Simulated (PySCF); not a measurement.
C2H2 (acetylene), optimised at HF/6-31G*:

```xyz
4

C      0.5641     0.1825     0.0021
C     -0.5641    -0.1825    -0.0021
H      1.5694     0.5078     0.0059
H     -1.5694    -0.5078    -0.0059
```

Method: PySCF energies (xtb for GFN2) plus ideal-gas RRHO corrections (1 bar). 6-31G* has spherical d functions here. All species are closed-shell singlets. B3LYP is the form with VWN-RPA correlation.

**Question.** List the harmonic frequencies (cm⁻¹, unscaled) at this level and at the other levels, each on its own geometry.

**Answer.** 
- HF/6-31G*: 788, 788, 880, 880, 2244, 3605, 3717
- B3LYP/6-31G*: 538, 538, 776, 776, 2086, 3443, 3542
- GFN2-xTB: 492, 492, 849, 849, 2155, 3352, 3428
- PBE/def2-SVP: 630, 630, 746, 746, 2011, 3352, 3449
- PBE0/def2-TZVP: 636, 636, 772, 772, 2084, 3427, 3528
